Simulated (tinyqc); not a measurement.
Inside a calculation. Method: UKS/PBE0 in the sto-6g basis, for OH+, spin multiplicity 3. One step of it, computed by the program tinyqc.

Task: Iteration 2: building the Kohn-Sham matrix. J_ij = sum D_kl (ij|kl) with D = D(alpha) + D(beta), K_ij = sum D_kl (ik|jl) for each spin; F = H + J - 0.25 K(s) + V_xc; E = tr D H + tr D J / 2 - 0.125 sum_s tr D(s) K(s) + E_xc + E_nn.

D(alpha) after iteration 1, order 1O 1s, 1O 2s, 1O 2px, 1O 2py, 1O 2pz, 2H 1s:
$$\begin{pmatrix}
1.057025 & -0.248585 & 0.000000 & 0.000000 & 0.017133 & 0.013967 \\
-0.248585 & 1.089259 & 0.000000 & 0.000000 & -0.108879 & -0.105437 \\
0.000000 & 0.000000 & 1.000000 & 0.000000 & 0.000000 & 0.000000 \\
0.000000 & 0.000000 & 0.000000 & 1.000000 & 0.000000 & 0.000000 \\
0.017133 & -0.108879 & 0.000000 & 0.000000 & 0.481258 & 0.401819 \\
0.013967 & -0.105437 & 0.000000 & 0.000000 & 0.401819 & 0.335705
\end{pmatrix}$$

D(beta) after iteration 1, order 1O 1s, 1O 2s, 1O 2px, 1O 2py, 1O 2pz, 2H 1s:
$$\begin{pmatrix}
1.056882 & -0.247950 & 0.000000 & 0.000000 & 0.020108 & 0.013767 \\
-0.247950 & 1.086985 & 0.000000 & 0.000000 & -0.122460 & -0.110558 \\
0.000000 & 0.000000 & 0.000000 & 0.000000 & 0.000000 & 0.000000 \\
0.000000 & 0.000000 & 0.000000 & 0.000000 & 0.000000 & 0.000000 \\
0.020108 & -0.122460 & 0.000000 & 0.000000 & 0.419118 & 0.408947 \\
0.013767 & -0.110558 & 0.000000 & 0.000000 & 0.408947 & 0.399112
\end{pmatrix}$$

core Hamiltonian H = T + V (hartree), order 1O 1s, 1O 2s, 1O 2px, 1O 2py, 1O 2pz, 2H 1s:
$$\begin{pmatrix}
-32.335070 & -7.140677 & 0.000000 & 0.000000 & -0.008769 & -0.763513 \\
-7.140677 & -8.561100 & 0.000000 & 0.000000 & -0.103666 & -1.875138 \\
0.000000 & 0.000000 & -6.853087 & 0.000000 & 0.000000 & 0.000000 \\
0.000000 & 0.000000 & 0.000000 & -6.853087 & 0.000000 & 0.000000 \\
-0.008769 & -0.103666 & 0.000000 & 0.000000 & -6.909865 & -1.476731 \\
-0.763513 & -1.875138 & 0.000000 & 0.000000 & -1.476731 & -3.674280
\end{pmatrix}$$

Two-electron integrals (ij|kl) in chemists' order, unique and non-zero (hartree):
```
(11|11) 4.787491   (21|11) 0.675884   (21|21) 0.121505   (22|11) 1.117379
(22|21) 0.249212   (22|22) 0.817383   (31|31) 0.025762   (32|31) 0.039145
(32|32) 0.180664   (33|11) 1.117381   (33|21) 0.249212   (33|22) 0.817382
(33|33) 0.880663   (41|41) 0.025762   (42|41) 0.039145   (42|42) 0.180664
(43|43) 0.047461   (44|11) 1.117381   (44|21) 0.249212   (44|22) 0.817382
(44|33) 0.785741   (44|44) 0.880663   (51|51) 0.025762   (52|51) 0.039145
(52|52) 0.180664   (53|53) 0.047461   (54|54) 0.047461   (55|11) 1.117381
(55|21) 0.249212   (55|22) 0.817382   (55|33) 0.785741   (55|44) 0.785741
(55|55) 0.880663   (61|11) 0.076206   (61|21) 0.013148   (61|22) 0.026435
(61|33) 0.026380   (61|44) 0.026380   (61|51) 0.000645   (61|52) 0.001270
(61|55) 0.026545   (61|61) 0.001450   (62|11) 0.212205   (62|21) 0.048124
(62|22) 0.178267   (62|33) 0.175171   (62|44) 0.175171   (62|51) 0.003870
(62|52) 0.030218   (62|55) 0.184458   (62|61) 0.005251   (62|62) 0.051587
(63|31) 0.004976   (63|32) 0.029190   (63|53) 0.006038   (63|63) 0.006726
(64|41) 0.004976   (64|42) 0.029190   (64|54) 0.006038   (64|64) 0.006726
(65|11) 0.166350   (65|21) 0.038212   (65|22) 0.150771   (65|33) 0.144346
(65|44) 0.144346   (65|51) 0.007553   (65|52) 0.052406   (65|55) 0.163620
(65|61) 0.004331   (65|62) 0.052978   (65|65) 0.060361   (66|11) 0.400262
(66|21) 0.092412   (66|22) 0.393496   (66|33) 0.379769   (66|44) 0.379769
(66|51) 0.008207   (66|52) 0.090682   (66|55) 0.420948   (66|61) 0.010137
(66|62) 0.155165   (66|65) 0.180940   (66|66) 0.774999
```

nuclear repulsion = 3.23161656 hartree

V_xc(alpha) (hartree), order 1O 1s, 1O 2s, 1O 2px, 1O 2py, 1O 2pz, 2H 1s:
$$\begin{pmatrix}
-2.332891 & -0.282422 & 0.000000 & 0.000000 & 0.000987 & -0.033082 \\
-0.282422 & -0.604678 & 0.000000 & 0.000000 & 0.001583 & -0.125270 \\
0.000000 & 0.000000 & -0.612185 & 0.000000 & 0.000000 & 0.000000 \\
0.000000 & 0.000000 & 0.000000 & -0.612185 & 0.000000 & 0.000000 \\
0.000987 & 0.001583 & 0.000000 & 0.000000 & -0.589584 & -0.105961 \\
-0.033082 & -0.125270 & 0.000000 & 0.000000 & -0.105961 & -0.329872
\end{pmatrix}$$

V_xc(beta) (hartree), order 1O 1s, 1O 2s, 1O 2px, 1O 2py, 1O 2pz, 2H 1s:
$$\begin{pmatrix}
-2.305447 & -0.265448 & 0.000000 & 0.000000 & 0.001078 & -0.031465 \\
-0.265448 & -0.503645 & 0.000000 & 0.000000 & 0.003948 & -0.111430 \\
0.000000 & 0.000000 & -0.483273 & 0.000000 & 0.000000 & 0.000000 \\
0.000000 & 0.000000 & 0.000000 & -0.483273 & 0.000000 & 0.000000 \\
0.001078 & 0.003948 & 0.000000 & 0.000000 & -0.544428 & -0.101830 \\
-0.031465 & -0.111430 & 0.000000 & 0.000000 & -0.101830 & -0.335434
\end{pmatrix}$$

E_xc = sum of w rho eps_xc = -6.18068454 hartree

Give: Coulomb J; exchange K(alpha); exchange K(beta); F(alpha); F(beta); total energy of this density.

Result:

Coulomb J (hartree), order 1O 1s, 1O 2s, 1O 2px, 1O 2py, 1O 2pz, 2H 1s:
$$\begin{pmatrix}
15.5980 & 2.6831 & 0.0000 & 0.0000 & 0.0004 & 0.2940 \\
2.6831 & 6.7222 & 0.0000 & 0.0000 & 0.0580 & 1.4694 \\
0.0000 & 0.0000 & 6.7062 & 0.0000 & 0.0000 & 0.0000 \\
0.0000 & 0.0000 & 0.0000 & 6.7062 & 0.0000 & 0.0000 \\
0.0004 & 0.0580 & 0.0000 & 0.0000 & 6.7542 & 1.2623 \\
0.2940 & 1.4694 & 0.0000 & 0.0000 & 1.2623 & 3.5043
\end{pmatrix}$$

exchange K(alpha) (hartree), order 1O 1s, 1O 2s, 1O 2px, 1O 2py, 1O 2pz, 2H 1s:
$$\begin{pmatrix}
4.9211 & 0.7742 & 0.0000 & 0.0000 & 0.0015 & 0.0926 \\
0.7742 & 1.3485 & 0.0000 & 0.0000 & -0.0093 & 0.3184 \\
0.0000 & 0.0000 & 1.1566 & 0.0000 & 0.0000 & 0.0000 \\
0.0000 & 0.0000 & 0.0000 & 1.1566 & 0.0000 & 0.0000 \\
0.0015 & -0.0093 & 0.0000 & 0.0000 & 0.8642 & 0.3371 \\
0.0926 & 0.3184 & 0.0000 & 0.0000 & 0.3371 & 0.4594
\end{pmatrix}$$

exchange K(beta) (hartree), order 1O 1s, 1O 2s, 1O 2px, 1O 2py, 1O 2pz, 2H 1s:
$$\begin{pmatrix}
4.8678 & 0.6935 & 0.0000 & 0.0000 & 0.0013 & 0.0822 \\
0.6935 & 0.9762 & 0.0000 & 0.0000 & -0.0178 & 0.2626 \\
0.0000 & 0.0000 & 0.2254 & 0.0000 & 0.0000 & 0.0000 \\
0.0000 & 0.0000 & 0.0000 & 0.2254 & 0.0000 & 0.0000 \\
0.0013 & -0.0178 & 0.0000 & 0.0000 & 0.7198 & 0.3258 \\
0.0822 & 0.2626 & 0.0000 & 0.0000 & 0.3258 & 0.4908
\end{pmatrix}$$

F(alpha) (hartree), order 1O 1s, 1O 2s, 1O 2px, 1O 2py, 1O 2pz, 2H 1s:
$$\begin{pmatrix}
-20.3002 & -4.9336 & 0.0000 & 0.0000 & -0.0077 & -0.5258 \\
-4.9336 & -2.7807 & 0.0000 & 0.0000 & -0.0418 & -0.6106 \\
0.0000 & 0.0000 & -1.0483 & 0.0000 & 0.0000 & 0.0000 \\
0.0000 & 0.0000 & 0.0000 & -1.0483 & 0.0000 & 0.0000 \\
-0.0077 & -0.0418 & 0.0000 & 0.0000 & -0.9613 & -0.4046 \\
-0.5258 & -0.6106 & 0.0000 & 0.0000 & -0.4046 & -0.6147
\end{pmatrix}$$

F(beta) (hartree), order 1O 1s, 1O 2s, 1O 2px, 1O 2py, 1O 2pz, 2H 1s:
$$\begin{pmatrix}
-20.2594 & -4.8964 & 0.0000 & 0.0000 & -0.0076 & -0.5216 \\
-4.8964 & -2.5866 & 0.0000 & 0.0000 & -0.0373 & -0.5828 \\
0.0000 & 0.0000 & -0.6866 & 0.0000 & 0.0000 & 0.0000 \\
0.0000 & 0.0000 & 0.0000 & -0.6866 & 0.0000 & 0.0000 \\
-0.0076 & -0.0373 & 0.0000 & 0.0000 & -0.8800 & -0.3977 \\
-0.5216 & -0.5828 & 0.0000 & 0.0000 & -0.3977 & -0.6281
\end{pmatrix}$$

total energy of this density = -74.839515 hartree
